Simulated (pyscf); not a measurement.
Single points on ωB97X-D3(BJ)/def2-SVP structures (PySCF, gas phase). Correlated levels are frozen-core, on RHF or UHF. ΔMP2 is the change of the MP2 total energy from the triple- to the quadruple-zeta basis.

Q: Estimate by transition-state theory (the high-pressure limit) the rate constant of `[OH][InH][Cl]` -> `[Cl][In]` [singlet] + `[OH2]` (singlet surface; In–O, H–In broken, H–O formed) at 600 K, with CCSD(T)/def2-TZVPP + ΔMP2(QZVPP) energies (ideal gas, 1 atm, RRHO with modes under 100 cm⁻¹ raised to 100, one conformer, R ln 2 for rigid chiral ones; no tunnelling).

A: The electronic barrier is 43.8 kcal/mol and the thermal terms add -2.3, so ΔG‡ = 41.5 kcal/mol. With k_BT/h = 1.25e+13 s⁻¹ and RT = 1.192 kcal/mol, k = 9.5e-03 s⁻¹; so small a molecule is far into fall-off at 1 atm, where the true rate is lower. Wigner's tunnelling factor for 1323i cm⁻¹ would be 1.42, likely too low at so high a frequency. A shift of 1 kcal/mol in the barrier changes k by a factor 2.3. On the product side the descent ends in a bound adduct, 11.7 kcal/mol under the separated species and 67.4 kcal/mol under the saddle at ωB97X-D3(BJ)/def2-TZVP. At ωB97X-D3(BJ) the barrier from the zero used here is 47.6 kcal/mol. This is the saddle that the search found; another between the same sides may lie lower. The CCSD(T) − MP2 part came from Ansatz, without density fitting, on the same reference. The frozen core leaves the outer d or s,p core shells of the metals and heavy elements correlated in the MP2 and CC values, and def2-TZVPP describes them poorly, which can shift differences by a few kcal/mol. Elements past Kr carry the def2 core potentials, without spin-orbit coupling.
